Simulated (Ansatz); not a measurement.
# BH2⁻, singlet: the ladder up to full CI

Geometry: a point of a bend scan, not a stationary point.

```xyz
3

B     0.0000   -0.1631    0.0000
H     0.0000    0.8745   -0.6920
H     0.0000    0.8745    0.6920
```

Basis 6-31++G** (Cartesian d functions); Ansatz 0.2.0. Correlated methods freeze the noble-gas cores, which leaves 6 electrons in 30 orbitals. Prefix R: restricted or restricted open-shell reference; prefix U: unrestricted. Active spaces: pair = (2e, 2o) about the gap; valence = (6e, 6o) chosen from the atoms' valence shells.

Full CI is exact within this basis and frozen core; it isn't the basis-set limit. The frozen core follows each run's orbitals, which can shift R against U totals by a few meV.

* UHF ⟨S²⟩: 0.397
* T1 diagnostic (RCCSD): 0.0143
* largest doubles amplitude (RCCSD): 0.085

| level | E − E(full CI) (mEh) | share of correlation (%) | wall time |
| --- | --- | --- | --- |
| RHF | 126.25 | 0.00 | – |
| RMP2 | 27.23 | 78.43 | – |
| CISD | 9.78 | 92.25 | 0.64 s |
| RCCSD | 4.55 | 96.39 | – |
| RCCSD(T) | 0.92 | 99.27 | 0.45 s |
| BCCD(T) | 0.90 | 99.29 | 0.39 s |
| RCCSDT | 0.18 | 99.86 | – |
| RCCSDT(Q) | 0.03 | 99.98 | 1.2 s |
| RCCSDTQ | 0.00 | 100.00 | 15 s |
| CASSCF (pair space) | 111.59 | 11.61 | – |
| NEVPT2 (pair space) | 25.88 | 79.50 | 0.45 s |
| CASSCF (valence space) | 80.39 | 36.33 | – |
| NEVPT2 (valence space) | 22.62 | 82.08 | 0.45 s |
| MRCISD (valence space) | 4.03 | 96.81 | – |
| MRCISD+Q (valence space) | 0.34 | 99.73 | 0.88 s |
| MRCISD+Q(relaxed) (valence space) | -0.49 | 100.39 | 1 s |

The correlation energy at full CI, counted from RHF, is -3.436 eV. That run took 18 s on 1 thread of Arm Neoverse V1, shared host over 4,171,528 determinants.

Run but not shown, since their state or frozen core can't be matched to the reference's or they repeat it: UHF, UMP2, UCCSD, UCCSD(T), UCCSDT, UCCSDT(Q).

Times hold each run's SCF and search for its determinant on a shared host, so for small cases they say little of a method's own cost; they ran on 1 thread of Arm Neoverse V1.

More than 5 meV below full CI, which no variational method can be: MRCISD+Q(relaxed) (valence space).

The full-CI state has the irrep A1 of C2v, in the program's axes.

Natural occupations of full CI about the gap: 1.963 1.944 1.885 0.060 0.040 0.038 0.021 0.018 0.008 0.004; effectively unpaired electrons, Σ n²(2−n)², 0.09.
